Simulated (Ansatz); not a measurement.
# SiNH₂ (quartet): the correlation ladder, cc-pVDZ

One table from this session's results is given with a row withheld; the runs are named, their logs left out.

Method: cc-pVDZ, core rule «outside noble gas», up to 6 orbitals frozen; program: Ansatz 0.2.0, Gaussian basis.

Plan: UHF; CCSD(T) on ROHF; CCSD(T) on UHF; BCCD(T) on ROHF; CISD; CCSDT(Q) on ROHF; CCSDT(Q) on UHF.

25 further runs of the same task are left out: 10 for a known fault of the program, 6 that didn't finish, 9 set aside as unsound or not needed.

## What is computed

The geometry is a PBE0/def2-TZVP stationary point (not a proven minimum) of the parent state, kept for this charge and spin.

4 atoms, charge 0, spin multiplicity 4.

Atoms are counted from 1 here; the program's logs count them from 0.

Bond lengths: Si1–N2 1.594 Å, Si1–H3 1.515 Å, N2–H4 1.008 Å. Angles: N2–Si1–H3 110.1°, Si1–N2–H4 134.1°.

Coordinates:

```
Si    0.00000   -0.12207    0.53328
N     0.00000    0.18808   -1.03048
H     0.00000    1.17258    1.32002
H     0.00000   -0.38468   -1.85941
```

The first run:

in.yaml

```yaml
crystal:
  periodic: [false, false, false]
  atoms:
    - {symbol: Si, position_ang: [0.000000, -0.122073, 0.533276]}
    - {symbol: N, position_ang: [0.000000, 0.188076, -1.030483]}
    - {symbol: H, position_ang: [0.000000, 1.172580, 1.320024]}
    - {symbol: H, position_ang: [0.000000, -0.384678, -1.859409]}
basis:
  gaussian: {orbitals: cc-pVDZ}
magnetization: {spin_polarized: true, initial_magnetization: 3}
hamiltonian: {xc: hf}
output: {orbitals: {seedname: orbitals}}
```

Started as:

```bash
> ansatz run in.yaml --threads 1 --pin off --events-out ev --progress --plain --max-ram 2393MiB
```

Among the steps run: UHF; CCSD(T) on ROHF; CCSD(T) on UHF; BCCD(T) on ROHF; CISD; CCSDT(Q) on ROHF; CCSDT(Q) on UHF.

One of the session's tables, all rows but one given; the rest of the session is left out.

| method | from UCCSDT(Q) (meV) |
| --- | --- |
| ROHF | +6427.1 |
| UHF | +6247.0 |
| RMP2 | ? |
| UMP2 | +1009.0 |
| CISD | +565.8 |
| RCCSD | +179.9 |
| UCCSD | +175.3 |
| RCCSD(T) | +36.2 |
| UCCSD(T) | +35.3 |
| BCCD(T) | +36.1 |
| RCCSDT | +11.3 |
| UCCSDT | +10.3 |
| RCCSDT(Q) | +1.6 |
| UCCSDT(Q) | 0 |

Q: Estimate the row for RMP2 from the others.

As computed: from UCCSDT(Q) (meV): +1017.5. In the column «from UCCSDT(Q) (meV)» it lies between UMP2 (+1009.0) and UHF (+6247.0).

Caveats from the session: Restricted and unrestricted rows rest on different reference determinants; where their highest levels disagree by more than a few hundredths of an eV, they describe different states and don't form one ladder.
